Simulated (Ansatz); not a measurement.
A nudged elastic band was laid between two geometries of CH₆N₃ (10 atoms, charge 1, multiplicity 1).

Level of theory: Ansatz 0.2.0, RKS PBE/def2-SVP.

* movable images: 5
* climbing image: yes
* spring: 5.0 eV/Å²
* optimiser: quadratic models (default)
* start path: through a guess of the saddle point
* force threshold: 0.05 eV/Å
* iteration limit: 60
* end points: relaxed

First end point:

```xyz
10
Properties=species:S:1:pos:R:3
N -1.127 0.518 -0.513
C -0.001 -0.001 0.001
N 0.518 -1.125 -0.518
N 0.609 0.607 1.031
H -1.609 0.077 -1.296
H -1.540 1.372 -0.138
H 1.372 -1.539 -0.146
H 0.074 -1.606 -1.300
H 1.467 0.234 1.438
H 0.237 1.463 1.441
```

Last end point:

```xyz
10
Properties=species:S:1:pos:R:3
N -1.127 0.518 -0.513
C 0.000 0.000 0.000
N 0.518 -1.125 -0.518
N 0.610 0.607 1.030
H -1.609 0.077 -1.296
H -1.540 1.372 -0.138
H 1.373 -1.539 -0.146
H 0.074 -1.606 -1.300
H 0.237 1.463 1.442
H 1.467 0.234 1.438
```

(1) What changes between the two ends?

(2) Give the energies along the band, and the barrier.

(3) What is the geometry of the highest image?

(4) What are the harmonic wavenumbers there?

Answers

(1) No bond is made or broken. The dihedral N3–C2–N4–H9 goes from 0 to -180°. The two ends are copies of one structure, up to a mirror image or an exchange of like atoms.

(2) The run converged. The highest image is number 3 of 0 to 6, 0.57 eV above the ends, which have the same energy within 2 meV. A vibrational analysis at the climbing image gives one clearly imaginary mode, 478i cm⁻¹: a first-order saddle point. Limits of this set-up: the dipole of an ion depends on the origin.

```csv
image,path coordinate (Å),energy (eV),dihedral N3–C2–N4–H9 (°)
0,0.00,0.00,0
1,0.69,0.03,29
2,1.37,0.35,75
3,2.06,0.57,116
4,2.74,0.35,142
5,3.43,0.03,159
6,4.12,0.00,-180
```

(3) 
```xyz
10
Properties=species:S:1:pos:R:3
N -1.017 0.580 -0.558
C 0.025 -0.054 -0.018
N 0.443 -1.230 -0.470
N 0.742 0.473 1.060
H -1.557 0.210 -1.347
H -1.308 1.484 -0.179
H 1.250 -1.655 -0.002
H 0.009 -1.730 -1.252
H 1.226 1.355 0.845
H 0.187 0.569 1.921
```

(4) 478i, 491, 503, 515, 566, 597, 609, 632, 722, 970, 1005, 1076, 1141, 1472, 1485, 1526, 1605, 1702, 3429, 3456, 3476, 3516, 3589, 3593 cm⁻¹.

Time of the run: 2.4 min on 1 thread of Arm Neoverse V2, on a shared host, peak memory 0.16 GiB.
